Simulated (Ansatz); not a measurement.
```yaml
crystal:
  periodic: [false, false, false]
  atoms:
    - {symbol: Ni, position_ang: [-0.491151, 0.004548, 0.003264]}
    - {symbol: N, position_ang: [1.633376, -0.015124, -0.010856]}
    - {symbol: H, position_ang: [1.958569, -0.978089, -0.008096]}
    - {symbol: H, position_ang: [1.977416, 0.465952, 0.815753]}
    - {symbol: H, position_ang: [1.966287, 0.457487, -0.846886]}
basis:
  gaussian: {orbitals: def2-TZVP}
hamiltonian: {xc: pbe0}
relax: {f_tol: 0.004, max_steps: 80}
```

```sh
$ ansatz run in.yaml --threads 1 --pin off --events-out ev --progress --plain --max-ram 2176MiB
```

Steps of the relaxation (energy above the last step; positions in Å, forces in eV/Å):

```
5
step 1, 339.7 meV
Ni   -0.491    0.005    0.003    1.772   -0.016   -0.012
N     1.633   -0.015   -0.011   -1.604    0.016    0.010
H     1.959   -0.978   -0.008   -0.055    0.148   -0.001
H     1.977    0.466    0.816   -0.058   -0.074   -0.128
H     1.966    0.457   -0.847   -0.056   -0.073    0.130
```

```
5
step 2, 109.8 meV
Ni   -0.376    0.003    0.002    1.317   -0.012   -0.009
N     1.605   -0.015   -0.011   -1.361    0.013    0.009
H     1.929   -0.975   -0.008    0.014   -0.028    0.000
H     1.948    0.465    0.814    0.015    0.014    0.024
H     1.937    0.456   -0.844    0.014    0.014   -0.024
```

```
5
step 3, 19.4 meV
Ni   -0.304    0.003    0.002    0.183   -0.002   -0.001
N     1.541   -0.014   -0.010    0.721   -0.007   -0.005
H     1.927   -0.965   -0.008   -0.299    0.192    0.001
H     1.945    0.460    0.805   -0.303   -0.093   -0.162
H     1.934    0.452   -0.836   -0.301   -0.091    0.167
```

```
5
step 4, 0.7 meV
Ni   -0.275    0.003    0.002    0.055   -0.001    0.000
N     1.564   -0.014   -0.010    0.086   -0.001   -0.001
H     1.910   -0.973   -0.008   -0.047    0.020    0.000
H     1.929    0.464    0.812   -0.047   -0.009   -0.016
H     1.917    0.455   -0.842   -0.047   -0.009    0.017
```

```
5
step 6, 0.0 meV
Ni   -0.267    0.002    0.002    0.000    0.000    0.000
N     1.569   -0.015   -0.010    0.001    0.000    0.000
H     1.906   -0.975   -0.008    0.000    0.002    0.000
H     1.924    0.465    0.814    0.000   -0.001   -0.001
H     1.913    0.457   -0.844    0.000   -0.001    0.001
```

Close pairs at the end: N2–H3 1.018 Å, N2–H5 1.018 Å, N2–H4 1.018 Å, Ni1–N2 1.836 Å.

A stationary point of restricted PBE0 after 6 steps (its stability towards spin polarisation wasn't tested); no frequencies were run, so it isn't proven a minimum. 20 s on 1 thread of Arm Neoverse V2, shared host.
